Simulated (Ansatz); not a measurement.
# N2O: relaxing the atoms, harmonic vibrations and batch of displaced points, part 2 of 2

The task, for N2O: 6 runs in a chain (relaxing the atoms, harmonic vibrations and batch of displaced points).

Ansatz 0.2.0; DFT PBE, Gaussian basis aug-cc-pVTZ.

### Step 7. The output, continued: i1-anh

The log, continued, shortened:

```text
Member 15: Atom 1 at     0.000000     0.000000    -0.002238 Å, force    -0.000000    -0.000000     0.258502 eV/Å
Member 15: Atom 2 at     0.000000     0.000000     1.210426 Å, force     0.000000     0.000000    -1.633096 eV/Å
Member 15: Dipole moment:    -0.000000     0.000000     0.007920 e Å
Member 15: Checks for a lower state left out: stability, starts, cluster_reference, orbital_swaps, neighbouring_geometries, increment
Member 18: Total energy: -5022.22407363 eV, -184.5633305202 hartree
Member 18: Atom 0 at    -0.007587     0.000000    -1.143751 Å, force     0.153534    -0.000000     0.719339 eV/Å
Member 18: Atom 1 at     0.015898     0.000000    -0.000181 Å, force    -0.301859     0.000000     0.140071 eV/Å
Member 18: Atom 2 at    -0.006802     0.000000     1.201182 Å, force     0.148325     0.000000    -0.859410 eV/Å
[...]
Member 39: Atom 1 at     0.000000     0.000000     0.007806 Å, force     0.000000    -0.000000    -1.781169 eV/Å
Member 39: Atom 2 at     0.000000     0.000000     1.198789 Å, force    -0.000000     0.000000    -0.172035 eV/Å
Member 39: Dipole moment:     0.000000    -0.000000     0.038574 e Å
Member 39: Checks for a lower state left out: stability, starts, cluster_reference, orbital_swaps, neighbouring_geometries, increment
Member 40: Total energy: -5022.21379369 eV, -184.5629527393 hartree
Member 40: Atom 0 at     0.000000     0.000000    -1.132782 Å, force    -0.000000     0.000000     0.639439 eV/Å
Member 40: Atom 1 at     0.000000     0.000000     0.011920 Å, force     0.000000    -0.000000    -2.391645 eV/Å
Member 40: Atom 2 at     0.000000     0.000000     1.180301 Å, force    -0.000000     0.000000     1.752206 eV/Å
Member 40: Dipole moment:     0.000000     0.000000     0.059816 e Å
Member 40: Checks for a lower state left out: stability, starts, cluster_reference, orbital_swaps, neighbouring_geometries, increment
```

Wall time 9.4 s (4 threads of AMD EPYC 7R43 (Zen 3), shared host); peak memory 0.29 GiB.

### Step 8. Batch of displaced points

It takes final geometries of earlier steps.

input.yaml reads:

```yaml
basis:
  gaussian: { orbitals: aug-cc-pVTZ }
hamiltonian:
  xc: pbe
batch:
  members: [po.yaml, p0_1.yaml, p0_m1.yaml, p0_2.yaml, p0_m2.yaml, p1_1.yaml, ...]
output:
  forces: true
scf:
  lower_state_search: "off"
# p0_1.yaml, one of 41 members:
crystal:
  periodic: [false, false, false]
  atoms:
    - { symbol: "N", position_ang: [0.00833996, 0.0, -1.13581458] }
    - { symbol: "N", position_ang: [-0.01522861, 0.0, 0.00187661] }
    - { symbol: O, position_ang: [0.00698008, 0.0, 1.19193797] }
```

Launch:

```
$ ansatz run input.yaml --threads 4 --pin off --max-ram 14336MiB --backend cpu --events-out ev --progress --plain --runs-dir out
```

The program printed, shortened:

```text
Warning: RAYON_NUM_THREADS=4 ignored (pool sized by the plan → 4); use --threads N
[...]
[... 1 set-up line as earlier in the session ...]
[...]
Member 3: Total energy: -5022.22153977 eV, -184.5632374025 hartree
Member 3: Atom 0 at     0.016680     0.000000    -1.135815 Å, force    -0.291557    -0.000000     0.073279 eV/Å
Member 3: Atom 1 at    -0.030457    -0.000000     0.001877 Å, force     0.568533     0.000000    -0.042437 eV/Å
Member 3: Atom 2 at     0.013960     0.000000     1.191938 Å, force    -0.276976    -0.000000    -0.030842 eV/Å
Member 3: Dipole moment:    -0.007883    -0.000000     0.026945 e Å
Member 3: Checks for a lower state left out: stability, starts, cluster_reference, orbital_swaps, neighbouring_geometries, increment
Member 2: Total energy: -5022.23128444 eV, -184.5635955124 hartree
Member 2: Atom 0 at    -0.008340     0.000000    -1.135815 Å, force     0.144792    -0.000000     0.018779 eV/Å
[...]
Member 13: Atom 2 at     0.000000     0.000000     1.201162 Å, force    -0.000000     0.000000    -0.870869 eV/Å
Member 13: Dipole moment:    -0.000000     0.000000     0.017246 e Å
Member 13: Checks for a lower state left out: stability, starts, cluster_reference, orbital_swaps, neighbouring_geometries, increment
Member 14: Total energy: -5022.22710424 eV, -184.5634418932 hartree
Member 14: Atom 0 at     0.000000     0.000000    -1.127811 Å, force     0.000000     0.000000    -0.705925 eV/Å
Member 14: Atom 1 at     0.000000     0.000000     0.004240 Å, force    -0.000000    -0.000000    -0.247007 eV/Å
Member 14: Atom 2 at     0.000000     0.000000     1.182714 Å, force     0.000000     0.000000     0.952932 eV/Å
Member 14: Dipole moment:     0.000000     0.000000     0.038579 e Å
Member 14: Checks for a lower state left out: stability, starts, cluster_reference, orbital_swaps, neighbouring_geometries, increment
Member 15: Total energy: -5022.20703061 eV, -184.5627042008 hartree
Member 15: Atom 0 at     0.000000     0.000000    -1.151822 Å, force    -0.000000    -0.000000     1.328915 eV/Å
```

### Step 9. More of the same log: i2-anh

The log, continued, shortened:

```text
Member 15: Atom 1 at     0.000000     0.000000    -0.002851 Å, force     0.000000     0.000000     0.337765 eV/Å
Member 15: Atom 2 at     0.000000     0.000000     1.210386 Å, force    -0.000000    -0.000000    -1.666680 eV/Å
Member 15: Dipole moment:    -0.000000    -0.000000     0.006944 e Å
Member 15: Checks for a lower state left out: stability, starts, cluster_reference, orbital_swaps, neighbouring_geometries, increment
Member 16: Total energy: -5022.20408320 eV, -184.5625958854 hartree
Member 16: Atom 0 at     0.000000     0.000000    -1.119807 Å, force    -0.000000    -0.000000    -1.441895 eV/Å
Member 16: Atom 1 at     0.000000     0.000000     0.006604 Å, force     0.000000     0.000000    -0.550617 eV/Å
Member 16: Atom 2 at     0.000000     0.000000     1.173490 Å, force    -0.000000    -0.000000     1.992513 eV/Å
[...]
Member 39: Atom 1 at     0.000000     0.000000     0.007082 Å, force     0.000000     0.000000    -1.717662 eV/Å
Member 39: Atom 2 at     0.000000     0.000000     1.198838 Å, force    -0.000000    -0.000000    -0.229366 eV/Å
Member 39: Dipole moment:     0.000000    -0.000000     0.037549 e Å
Member 39: Checks for a lower state left out: stability, starts, cluster_reference, orbital_swaps, neighbouring_geometries, increment
Member 40: Total energy: -5022.21389620 eV, -184.5629565067 hartree
Member 40: Atom 0 at     0.000000     0.000000    -1.133264 Å, force     0.000000     0.000000     0.679843 eV/Å
Member 40: Atom 1 at     0.000000     0.000000     0.011809 Å, force    -0.000000    -0.000000    -2.412071 eV/Å
Member 40: Atom 2 at     0.000000     0.000000     1.180390 Å, force     0.000000     0.000000     1.732228 eV/Å
Member 40: Dipole moment:     0.000000     0.000000     0.059797 e Å
Member 40: Checks for a lower state left out: stability, starts, cluster_reference, orbital_swaps, neighbouring_geometries, increment
```

Wall time 9.2 s (4 threads of AMD EPYC 7R43 (Zen 3), shared host); peak memory 0.29 GiB.

### Step 10. Batch of displaced points

It takes final geometries of earlier steps.

input.yaml reads:

```yaml
basis:
  gaussian: { orbitals: aug-cc-pVTZ }
hamiltonian:
  xc: pbe
batch:
  members: [po.yaml, p0_1.yaml, p0_m1.yaml, p0_2.yaml, p0_m2.yaml, p1_1.yaml, ...]
output:
  forces: true
scf:
  lower_state_search: "off"
# p0_1.yaml, one of 41 members:
crystal:
  periodic: [false, false, false]
  atoms:
    - { symbol: "N", position_ang: [0.00815262, 0.0, -1.13581458] }
    - { symbol: "N", position_ang: [-0.01594647, 0.0, 0.00187661] }
    - { symbol: O, position_ang: [0.0060635, 0.0, 1.19193797] }
```

Launch:

```
$ ansatz run input.yaml --threads 4 --pin off --max-ram 14336MiB --backend cpu --events-out ev --progress --plain --runs-dir out
```

The program printed, shortened:

```text
Warning: RAYON_NUM_THREADS=4 ignored (pool sized by the plan → 4); use --threads N
[...]
[... 1 set-up line as earlier in the session ...]
[...]
Member 3: Total energy: -5022.22133962 eV, -184.5632300473 hartree
Member 3: Atom 0 at     0.016305     0.000000    -1.135815 Å, force    -0.293981    -0.000000     0.077306 eV/Å
Member 3: Atom 1 at    -0.031893     0.000000     0.001877 Å, force     0.572988     0.000000    -0.047715 eV/Å
Member 3: Atom 2 at     0.012127     0.000000     1.191938 Å, force    -0.279007    -0.000000    -0.029590 eV/Å
Member 3: Dipole moment:    -0.007957     0.000000     0.026980 e Å
Member 3: Checks for a lower state left out: stability, starts, cluster_reference, orbital_swaps, neighbouring_geometries, increment
Member 0: Total energy: -5022.23452267 eV, -184.5637145154 hartree
Member 0: Atom 0 at     0.000000     0.000000    -1.135815 Å, force     0.000000    -0.000000     0.000508 eV/Å
[...]
Member 13: Atom 2 at     0.000000     0.000000     1.200582 Å, force    -0.000000    -0.000000    -0.861517 eV/Å
Member 13: Dipole moment:    -0.000000     0.000000     0.017282 e Å
Member 13: Checks for a lower state left out: stability, starts, cluster_reference, orbital_swaps, neighbouring_geometries, increment
Member 14: Total energy: -5022.22734053 eV, -184.5634505764 hartree
Member 14: Atom 0 at     0.000000     0.000000    -1.127527 Å, force    -0.000000     0.000000    -0.684992 eV/Å
Member 14: Atom 1 at     0.000000     0.000000     0.004699 Å, force     0.000000     0.000000    -0.256866 eV/Å
Member 14: Atom 2 at     0.000000     0.000000     1.183294 Å, force     0.000000    -0.000000     0.941858 eV/Å
Member 14: Dipole moment:     0.000000    -0.000000     0.038542 e Å
Member 14: Checks for a lower state left out: stability, starts, cluster_reference, orbital_swaps, neighbouring_geometries, increment
Member 15: Total energy: -5022.20789022 eV, -184.5627357910 hartree
Member 15: Atom 0 at     0.000000     0.000000    -1.152391 Å, force    -0.000000     0.000000     1.291986 eV/Å
```

### Step 11. More of the same log: i3-anh

The log, continued, shortened:

```text
Member 15: Atom 1 at     0.000000     0.000000    -0.003768 Å, force     0.000000    -0.000000     0.357534 eV/Å
Member 15: Atom 2 at     0.000000     0.000000     1.209226 Å, force    -0.000000     0.000000    -1.649520 eV/Å
Member 15: Dipole moment:    -0.000000     0.000000     0.007014 e Å
Member 15: Checks for a lower state left out: stability, starts, cluster_reference, orbital_swaps, neighbouring_geometries, increment
Member 16: Total energy: -5022.20505930 eV, -184.5626317564 hartree
Member 16: Atom 0 at     0.000000     0.000000    -1.119238 Å, force    -0.000000    -0.000000    -1.398268 eV/Å
Member 16: Atom 1 at     0.000000     0.000000     0.007521 Å, force     0.000000    -0.000000    -0.570183 eV/Å
Member 16: Atom 2 at     0.000000     0.000000     1.174650 Å, force    -0.000000     0.000000     1.968451 eV/Å
[...]
Member 39: Atom 1 at     0.000000     0.000000     0.006929 Å, force    -0.000000     0.000000    -1.724315 eV/Å
Member 39: Atom 2 at     0.000000     0.000000     1.198604 Å, force     0.000000    -0.000000    -0.223349 eV/Å
Member 39: Dipole moment:     0.000000     0.000000     0.037657 e Å
Member 39: Checks for a lower state left out: stability, starts, cluster_reference, orbital_swaps, neighbouring_geometries, increment
Member 40: Total energy: -5022.21392277 eV, -184.5629574829 hartree
Member 40: Atom 0 at     0.000000     0.000000    -1.132860 Å, force     0.000000     0.000000     0.718685 eV/Å
Member 40: Atom 1 at     0.000000     0.000000     0.012574 Å, force    -0.000000    -0.000000    -2.434441 eV/Å
Member 40: Atom 2 at     0.000000     0.000000     1.181316 Å, force     0.000000     0.000000     1.715756 eV/Å
Member 40: Dipole moment:    -0.000000    -0.000000     0.059821 e Å
Member 40: Checks for a lower state left out: stability, starts, cluster_reference, orbital_swaps, neighbouring_geometries, increment
```

Wall time 9.5 s (4 threads of AMD EPYC 7R43 (Zen 3), shared host); peak memory 0.3 GiB.

### Step 12. Summary of results

This closing draws on all 2 parts.

```
step  energy above the lowest (eV)  charge  2S+1 typed  ⟨S²⟩  dipole (D)   time
   2                         0.000       0           1  0.00        0.13  2.3 s
   3                         0.000       0           1  0.00        0.13  6.2 s
   4                         0.000       0           1  0.00        0.13  9.8 s
   6                         0.000       0           1  0.00        0.13  9.4 s
   8                         0.000       0           1  0.00        0.13  9.2 s
  10                         0.000       0           1  0.00        0.13  9.5 s
```

| quantity | value |
| --- | --- |
| harmonic frequencies (step 3) | 594 to 2277 cm⁻¹ |
| zero-point energy (step 3) | 0.295 eV |

**Reading.** In step 3 all modes are real: a minimum.
